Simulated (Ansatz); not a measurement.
Results of r²SCAN (PAW; Ansatz, an electronic-structure program) for fcc Pb.

Numerical settings: plane-wave cutoff 600 eV, 16×16×16 k mesh, Fermi–Dirac smearing 0.1 eV, finite displacements, scalar-relativistic PAW data made under PBE.

Computed at the level's own relaxed cell.

Harmonic phonon frequencies (cm⁻¹; i marks an imaginary mode):

| q point | frequencies |
|---|---|
| X | 25 25 49 |
| L | 29 29 64 |

No imaginary mode appears at these points.
